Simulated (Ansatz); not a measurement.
Input file:

```yaml
crystal:
  periodic: [false, false, false]
  atoms:
    - {symbol: As, position_ang: [0.000000, -0.028104, 0.000000]}
    - {symbol: H, position_ang: [0.000000, 1.044500, -1.085896]}
    - {symbol: H, position_ang: [0.000000, 1.044492, 1.085904]}
basis:
  gaussian: {orbitals: def2-TZVP}
magnetization: {spin_polarized: true, initial_magnetization: 1}
correlation: {method: mp2, electrons: outside_noble_gas}
accuracy: high
output: {forces: true}
```

```sh
$ ansatz run in.yaml --threads 1 --pin off --events-out ev --progress --plain --max-ram 2393MiB
```

The program prints:

```
864 factors; integrals over basis functions are off by at most 4.6e-9 eV
mean field evaluation 1: about -60826.3147 eV, gradient 6.0e0 eV
mean field evaluation 2: about -60826.3180 eV, gradient 6.0e0 eV
mean field evaluation 4: about -60826.7510 eV, gradient 7.4e-1 eV
mean field evaluation 8: about -60826.7559 eV, gradient 2.0e-3 eV
mean field -60826.75592400 eV, -2235.3420503508 hartree, gradient 2.9e-8 eV, S^2 0.765365; 0 other end points of the search recorded, 0 dependent functions left out
14 core orbitals not correlated: weight in the atoms' cores, before any rotation towards them, 1.000 or more for the frozen orbitals, at most 0.000 for the correlated occupied ones
reference -60826.75592400 eV, -2235.3420503508 hartree; 4, 3 occupied and 42, 43 virtual orbitals, 864 factors
second order -3.26858551 eV of doubles, -0.00000000 eV of singles
the calculation of the forces begins
mean field evaluation 16: about -60826.7517 eV, gradient 6.8e-2 eV
Total energy: -60830.02450950 eV, -2235.4621686527 hartree
Atom 0 at     0.000000    -0.028104     0.000000 Å, force    -0.000000     0.188088     0.000001 eV/Å
Atom 1 at     0.000000     1.044500    -1.085896 Å, force     0.000000    -0.094044     0.052833 eV/Å
Atom 2 at     0.000000     1.044492     1.085904 Å, force     0.000000    -0.094044    -0.052834 eV/Å
Dipole moment:     0.000000     0.071450     0.000000 e Å
```

Forces (eV/Å):
```
As   0.000  0.188  0.000
H    0.000 -0.094  0.053
H    0.000 -0.094 -0.053
```

Ran on 1 thread of Arm Neoverse V2, shared host: 2 s wall, 0.14 GiB peak host memory.
